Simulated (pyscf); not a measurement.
Thermochemistry of product channels of `[CH3][SnH3]` + `[ClH]` on the singlet surface, in kJ/mol, from ωB97M-D3(BJ)/def2-TZVP energies (ideal gas, 1 atm, RRHO with modes under 100 cm⁻¹ raised to 100, one conformer, R ln 2 for chiral ones without a mode under 150 cm⁻¹). PySCF, gas phase, ωB97X-D3(BJ)/def2-SVP geometries.

```json
[
 {"products": "`[CH3][SnH2][Cl]` + `[H][H]`", "ΔE": "-76.6", "ΔH(298 K)": "-79.3", "ΔG(600 K)": "-73.8", "ΔG(900 K)": "-72.9"},
 {"products": "`[CH4]` + `[Cl][SnH3]`", "ΔE": "-116.7", "ΔH(298 K)": "-109.2", "ΔG(600 K)": "-102.7", "ΔG(900 K)": "-97.4"}
]
```

These are energies of the channels, which say nothing of barriers. Elements past Kr carry the def2 core potentials, without spin-orbit coupling.
